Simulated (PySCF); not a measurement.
1,1,1-trifluoropropane, C3H5F3.
SMILES with atom numbers: `[CH3:1][CH2:2][C:3]([F:4])([F:5])[F:6]` (hydrogens: H7, H8, H9 on C1; H10, H11 on C2)

Structure optimised with GFN2-xTB, isolated species.

Task: What internal coordinates does the optimisation give?

Result: 
```tsv
bond	length (Å)	order
C1–C2	1.525	single
C2–C3	1.515	single
C3–F4, C3–F5, C3–F6	1.342	single
C1–H7, C1–H8, C1–H9	1.087	single
C2–H10, C2–H11	1.091	single
```

Bonds in one row agree within 0.01 Å and their mean is given. Orders are formal, as drawn. A selection of angles:
```tsv
angle	degrees
C2–C1–H7	109.8
H7–C1–H8	108.8
C1–C2–C3	110.9
C1–C2–H10	111.1
C3–C2–H10	107.4
H10–C2–H11	108.9
C2–C3–F4	112.6
C2–C3–F5	112.0
F4–C3–F5	106.4
```

Torsions: C1–C2–C3–F4 -60° (synclinal).

Of the pairs four or more bonds apart, F6···H9 is among the closest relative to their van der Waals radii: 2.61 Å, 98 % of the sum of Bondi's values. All 3 C–F bonds measure 1.342 to 1.344 Å.

Point group: Cs (every atom within 0.08 Å of its image). GFN2-xTB frequencies: not computed here.
